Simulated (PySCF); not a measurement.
1,3,4-Thiadiazole, C2H2N2S, SMILES c1nncs1, point group C2v.

Force field and properties: PBE0/pcSseg-1 (PySCF, grid level 2). Vibrational terms come from second-order perturbation theory with semi-diagonal cubic constants, by steps of ±0.6 along the normal coordinates of each isotopologue. The parent has the commonest isotopes.

Equilibrium geometry (Å):

```csv
atom,x,y,z
C1,1.1746,-0.1199,-0.0658
N2,0.6620,0.9700,-0.5399
N3,-0.6883,1.0020,-0.4296
C4,-1.1679,-0.0644,0.1255
S5,0.0208,-1.2346,0.5752
H6,2.2411,-0.3196,-0.0694
H7,-2.2290,-0.2138,0.2958
```

Species: ²H at 6. Output of the displacement run:

```
mode    cm-1    km/mol   phi_rrr   E(+)/cm-1  E(-)/cm-1
  1    478.15    10.59      -0.1      86.21      86.16
  2    634.17     1.44     -53.2     112.24     116.06
  3    642.64     1.57      -0.1     115.75     115.79
  4    653.13     4.84       0.0     118.97     119.02
  5    741.04     8.45     -40.8     132.11     134.94
  6    815.05    21.41     -34.7     145.81     148.23
  7    832.02    28.18      -0.1     155.15     155.13
  8    913.59    27.85     -81.0     161.55     167.47
  9    964.83     6.42    -110.6     169.78     177.78
 10   1106.09    23.63    -210.0     192.01     206.99
 11   1262.45     2.09     -10.5     227.46     228.34
 12   1454.47    44.77    -434.1     246.76     278.01
 13   1486.77     5.53     319.7     279.70     256.70
 14   2415.38     1.18    1199.5     480.68     394.49
 15   3260.28     3.33    1948.0     662.10     522.31
```

For the shielding of C4 (σe = 31.86 ppm):

| mode | ω (cm⁻¹) | Σr φrrs (cm⁻¹) | ∂σ/∂q | ∂²σ/∂q² |
| --- | --- | --- | --- | --- |
| 1 | 478 | 0 | 0.002 | -1.182 |
| 2 | 634 | -222 | -3.150 | -0.422 |
| 3 | 643 | -1 | -0.007 | -0.905 |
| 4 | 653 | 0 | -0.003 | -0.666 |
| 5 | 741 | -4 | 3.235 | -0.417 |
| 6 | 815 | -95 | -3.178 | -0.429 |
| 7 | 832 | 0 | 0.002 | -0.915 |
| 8 | 914 | -376 | 0.274 | 0.069 |
| 9 | 965 | -554 | -5.298 | 0.212 |
| 10 | 1106 | -299 | 0.691 | 0.393 |
| 11 | 1262 | 122 | 1.940 | -0.520 |
| 12 | 1454 | -520 | -3.037 | 0.484 |
| 13 | 1487 | 175 | 11.951 | -1.032 |
| 14 | 2415 | 124 | -0.158 | -0.079 |
| 15 | 3260 | 299 | 0.995 | -1.510 |

Q: Work out the zero-point average of this shielding.

A: With ⟨qs⟩ = −Σr φrrs/(4ωs) and ⟨qs²⟩ = 1/2: the mean displacements are 0.000, 0.087, 0.000, 0.000, 0.001, 0.029, 0.000, 0.103, 0.143, 0.067, -0.024, 0.089, -0.029, -0.013, -0.023. The anharmonic term Σ (∂σ/∂q)⟨q⟩ is -1.74 ppm, the harmonic term ¼ Σ ∂²σ/∂q² is -1.73 ppm, so ⟨σ⟩ = 28.39 ppm.
